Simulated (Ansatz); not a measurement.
Reaction (homolysis of the C–O bond): `COCC(=O)O` → `[CH2]C(=O)O`• + `C[O]`•

Calculated with Ansatz (gas phase, PBE0-D4/def2-TZVP geometries, no zero-point term in ΔE). CCSD(T)/CBS adds triple-zeta CCSD(T) − MP2 to the extrapolated MP2 energy (def2 sets, frozen cores). DFT in def2-TZVPP. B3LYP here is the variant with VWN-RPA as its local correlation; programs differ in this. No spin–orbit coupling; open shells (•) take unrestricted orbitals. One conformer a species, not always the lowest.

```tsv
level	ΔE (kJ/mol)	difference from CCSD(T)/CBS
PBE-D4	335.0	-21.8
r2SCAN-D4	311.0	-45.8
PBE0-D4	330.9	-25.9
B3LYP-D4	319.9	-36.9
ωB97X-V	344.3	-12.5
ωB97M-V	346.2	-10.6
B2PLYP	331.1	-25.7
PBE	326.6	-30.2
r2SCAN	308.5	-48.3
PBE0	323.7	-33.1
B3LYP	306.9	-49.9
HF/def2-TZVPP	189.8	-167.0
MP2/def2-TZVPP	390.8	34.0
SCS-MP2/def2-TZVPP	376.7	19.9
CCSD/def2-TZVPP	332.4	-24.4
CCSD(T)/def2-TZVPP	346.5	-10.3
HF/def2-QZVPP	189.4	-167.4
MP2/def2-QZVPP	396.6	39.8
SCS-MP2/def2-QZVPP	383.0	26.2
HF/CBS(def2)	189.4	-167.4
MP2/CBS(def2)	401.1	44.3
CCSD/CBS(def2)	342.7	-14.1
CCSD(T)/CBS	356.8	0
```

Largest T1 diagnostic among the species: 0.019.

The D4 term adds +13.1 kJ/mol with B3LYP and +7.3 kJ/mol with PBE0; it sums over pairs of atoms, weighted by their polarisabilities, and B3LYP, whose exchange is more repulsive, gets the larger term. In def2-TZVPP, CCSD(T) changes the Hartree–Fock value by +156.7 kJ/mol (the triples alone add +14.1 kJ/mol) and MP2 by +201.0 kJ/mol; breaking electron pairs costs correlation energy, which Hartree–Fock lacks.
